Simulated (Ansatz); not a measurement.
in.yaml

```yaml
crystal:
  periodic: [false, false, false]
  atoms:
    - {symbol: B, position_ang: [0.000000, 0.000000, 0.000000]}
    - {symbol: H, position_ang: [-0.015583, 0.861426, 0.849833]}
    - {symbol: H, position_ang: [-0.021323, -0.849967, 0.861171]}
    - {symbol: H, position_ang: [0.021323, 0.849967, -0.861171]}
    - {symbol: H, position_ang: [0.015583, -0.861426, -0.849833]}
basis:
  gaussian: {orbitals: aug-cc-pVDZ}
total_charge: 1
correlation: {method: fic_mrcisd_q, electrons: outside_noble_gas, active_space: {window: {electrons: 6, orbitals: 8}, shells: [{species: B, l: s, shell: 2}, {species: B, l: p, shell: 2}, {species: H, l: s, shell: 1}]}}
```

```sh
$ ansatz run in.yaml --threads 2 --pin off --events-out ev --progress --plain --max-ram 24576MiB --backend cuda --devices 0, --max-vram 18GiB
```

The program prints:

```
985 factors; integrals over basis functions are off by at most 1.2e-7 eV
mean field evaluation 1: about -722.0797 eV, gradient 1.3e1 eV
mean field evaluation 2: about -722.0786 eV, gradient 1.3e1 eV
mean field evaluation 4: about -722.5915 eV, gradient 4.3e-1 eV
mean field evaluation 8: about -722.5923 eV, gradient 8.6e-6 eV
mean field -722.59233406 eV, -26.5547784860 hartree, gradient 8.6e-6 eV, S^2 0.000000; 0 other end points of the search recorded, 0 dependent functions left out
reference -722.59233406 eV, -26.5547784860 hartree; 4, 4 occupied and 55, 55 virtual orbitals, 985 factors
state -724.57352431 eV, -26.6275858849 hartree
contracted CI cycle   1: correlation 0.00000000 eV, 0.0000000000 hartree, residual 1.10e1 eV
contracted CI cycle   2: correlation -1.70841540 eV, -0.0627831079 hartree, residual 2.27e0 eV
contracted CI cycle   3: correlation -1.77161092 eV, -0.0651055004 hartree, residual 4.48e-1 eV
contracted CI cycle   4: correlation -1.77398912 eV, -0.0651928979 hartree, residual 9.20e-2 eV
contracted CI cycle   5: correlation -1.77409076 eV, -0.0651966329 hartree, residual 1.92e-2 eV
contracted CI cycle   6: correlation -1.77409493 eV, -0.0651967862 hartree, residual 3.86e-3 eV
contracted CI cycle   7: correlation -1.77409509 eV, -0.0651967922 hartree, residual 7.61e-4 eV
state -724.57352431 eV, -26.6275858849 hartree; corrected -726.40340576 eV, -26.6948327878 hartree
Total energy: -726.40340576 eV, -26.6948327878 hartree
Checks for a lower state left out: starts, orbital_swaps
```

Natural occupations: 1.9795 1.9504 1.9504 0.0755 0.0163 0.0106 0.0106 0.0067.

For the same geometry and basis full CI lies 1.8 meV higher.

Ran on 2 threads of AMD EPYC 7R13 with a shared H100 80 GB, shared host: 6 s wall, 0.82 GiB peak host memory.
